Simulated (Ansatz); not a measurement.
The input, for Ansatz 0.2.0:

```yaml
crystal:
  periodic: [false, false, false]
  atoms:
    - {symbol: O, position_ang: [0.000000, 0.000000, 0.000000]}
    - {symbol: H, position_ang: [0.000000, 0.000000, 0.916000]}
basis:
  gaussian: {orbitals: aug-cc-pVDZ}
total_charge: 1
magnetization: {spin_polarized: true, initial_magnetization: 0}
hamiltonian: {xc: {name: PBE0}}
correlation: {method: ccsd_t, electrons: outside_noble_gas}
accuracy: high
output: {forces: true}
```

```sh
$ ansatz run in.yaml --threads 1 --pin off --events-out ev --progress --plain --max-ram 2393MiB
```

The program prints:

```
521 factors; integrals over basis functions are off by at most 2.4e-9 eV
mean field evaluation 1: about -2039.9918 eV, gradient 2.6e1 eV
mean field evaluation 2: about -2039.9885 eV, gradient 2.6e1 eV
mean field evaluation 4: about -2042.4164 eV, gradient 3.7e-1 eV
mean field evaluation 8: about -2042.4163 eV, gradient 2.3e-4 eV
mean field evaluation 16: about -2042.8214 eV, gradient 2.6e0 eV
mean field evaluation 32: about -2039.9918 eV, gradient 2.6e1 eV
mean field -2044.82016398 eV, -75.1457549975 hartree, gradient 1.2e-8 eV, S^2 1.003073; 4 other end points of the search recorded, 0 dependent functions left out
1 core orbitals not correlated: weight in the atoms' cores, before any rotation towards them, 1.000 or more for the frozen orbitals, at most 0.000 for the correlated occupied ones
reference -2039.02480915 eV, -74.9327796355 hartree; 3, 3 occupied and 28, 28 virtual orbitals, 521 factors
second order -2.98697647 eV of doubles, -0.05002439 eV of singles
cycle   1  -3.42227670 eV  change   -3.9e-1 eV  update   3.8e-2
cycle   2  -3.56606508 eV  change   -1.4e-1 eV  update   2.5e-2
cycle   3  -3.63850955 eV  change   -7.2e-2 eV  update   2.2e-2
cycle   4  -3.80357101 eV  change   -1.7e-1 eV  update   1.9e-2
...
cycle  17  -4.00485960 eV  change    1.2e-7 eV  update   2.4e-8
cycle  18  -4.00485956 eV  change    4.8e-8 eV  update   7.8e-8
cycle  19  -4.00485878 eV  change    7.7e-7 eV  update   5.9e-8
cycle  20  -4.00485864 eV  change    1.4e-7 eV  update   1.2e-8
cycle  21  -4.00485862 eV  change    1.8e-8 eV  update   3.5e-9
cycle  22  -4.00485862 eV  change   -1.0e-9 eV  update   1.6e-9
cycle  23  -4.00485861 eV  change    1.2e-8 eV  update  9.9e-10
cycle  24  -4.00485861 eV  change   -1.7e-9 eV  update  4.2e-10
cycle  25  -4.00485861 eV  change   -1.3e-9 eV  update  3.1e-10
cycle  26  -4.00485861 eV  change  -3.2e-10 eV  update  2.4e-10
perturbative correction -0.35463856 eV, -0.0130327266 hartree
WARN: the results are in doubt because among natural orbitals full CI differs from the method by +2.627 eV
the calculation of the forces begins
Total energy: -2043.38430632 eV, -75.0929882015 hartree
Atom 0 at     0.000000     0.000000     0.000000 Å, force     0.000000     0.000000    -6.148503 eV/Å
Atom 1 at     0.000000     0.000000     0.916000 Å, force    -0.000000     0.000000     6.148503 eV/Å
Dipole moment:    -0.000000     0.000000     0.369551 e Å
In doubt: among natural orbitals full CI differs from the method by +2.627 eV
```

Forces (eV/Å):
```
O    0.000  0.000 -6.149
H    0.000  0.000  6.149
```

Ran on 1 thread of Arm Neoverse V1, shared host: 4.1 s wall, 0.14 GiB peak host memory.
